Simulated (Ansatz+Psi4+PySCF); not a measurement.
Two shapes of doublet N2H4(+).

Shape 1:

```xyz
6

N    -0.0227    0.7354   -0.0885
N     0.0259   -0.7270   -0.0649
H     0.2154    1.0634    0.8433
H    -0.9367    1.0320   -0.2979
H    -0.2095   -1.1205    0.8366
H     0.9395   -1.0287   -0.3203
```

Shape 2:

```xyz
6

N    -0.3809   -0.1358    0.5995
N     0.4286   -0.0110   -0.5823
H    -1.0378    0.6400    0.6863
H     0.2551   -0.0759    1.3895
H     0.5165    0.9627   -0.8741
H    -0.0682   -0.4989   -1.3222
```

Basis set: cc-pVTZ (spherical functions). Frozen core: 2 orbitals. Correlation on ROHF uses semicanonical orbitals with singles. Charge 1, multiplicity 2.

Computed with Ansatz (development build ahead of 0.2.0) and Psi4 1.11; each method stands on the lowest determinant of its kind that the runs found.

Which shape is lower in energy, and by how much in each method?

```csv
method,E(2) − E(1) (eV)
ROHF,0.155
ROHF-CCSD,0.086
UHF-CCSD,0.088
ROHF-CCSD(T),0.072
UHF-CCSD(T),0.075
```

Shape 1 is lower. Caution: the determinant may break the point group. Caution for ROHF-CCSD, UHF-CCSD, ROHF-CCSD(T), UHF-CCSD(T): large amplitudes, a single reference is doubtful.
